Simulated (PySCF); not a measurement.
# BS: the SCF solver's settings

Aim: find out which solver settings change the answer for BS.

Computed with PySCF 2.14.0. Level: method and basis as typed in the scripts.

2 further runs of the same task are left out: 2 that didn't finish.

### 1 Where the work starts

BS: 2 atoms, charge 0, spin multiplicity 2.

Bond lengths: B1–S2 1.701 Å.

### 2 Base script

input.py

```python
from pyscf import gto, scf

mol = gto.M(
    atom='B 0 0 0; S 0 0 1.701',
    basis='def2-svpd',
    charge=0,
    spin=1,
    verbose=3,
)
mf = scf.UHF(mol)
mf.kernel()
mf.nuc_grad_method().kernel()
mf.dip_moment()
print('orbital energies (hartree):', [e[max(0, n-3):n+3].round(4) for e, n in zip(mf.mo_energy, mol.nelec)])
```

Started as:

```sh
$ OMP_NUM_THREADS=1 python input.py
```

Its log is not repeated here.

It gives: E(SCF) = -422.019367 Eh, ⟨S²⟩ = 0.885, μ = 1.74 D, gradient on the second atom 0.0705 Eh/bohr.

The bond length is a typed value, not an optimised one.

### 3 Convergence threshold 1e-05 hartree

Run 1 changes convergence threshold: default → 1e-05 hartree.

input.py

```python
from pyscf import gto, scf

mol = gto.M(
    atom='B 0 0 0; S 0 0 1.701',
    basis='def2-svpd',
    charge=0,
    spin=1,
    verbose=3,
)
mf = scf.UHF(mol)
mf.conv_tol = 1e-05
mf.kernel()
mf.nuc_grad_method().kernel()
mf.dip_moment()
print('orbital energies (hartree):', [e[max(0, n-3):n+3].round(4) for e, n in zip(mf.mo_energy, mol.nelec)])
```

Started as:

```sh
$ OMP_NUM_THREADS=1 python input.py
```

### 4 Smearing width 0.01 hartree

Run 2 changes smearing width: none → 0.01 hartree; step after the SCF: gradient → none.

input.py: that of step 2 with these lines changed.

```diff
@@ -10,4 +10,4 @@
 mf = scf.UHF(mol)
+mf = scf.addons.smearing_(mf, sigma=0.01, method='fermi')
 mf.kernel()
-mf.nuc_grad_method().kernel()
 mf.dip_moment()
```

Q: Predict the outcome of this session. Wanted: for each run, E(SCF); from base; gap, α spin; SCF dipole.

The runs gave:

| run | E(SCF) (hartree) | from base (eV) | gap, α spin (eV) | SCF dipole (D) |
| --- | --- | --- | --- | --- |
| base | -422.019367 | 0 | 11.79 | 1.74 |
| convergence threshold 1e-05 hartree | -422.019366 | 0.0000 | 11.79 | 1.74 |
| smearing width 0.01 hartree | -421.895804 | not comparable | n/a | 1.23 |

**Reading.** No change of the SCF energy comes from convergence threshold 1e-05 hartree.
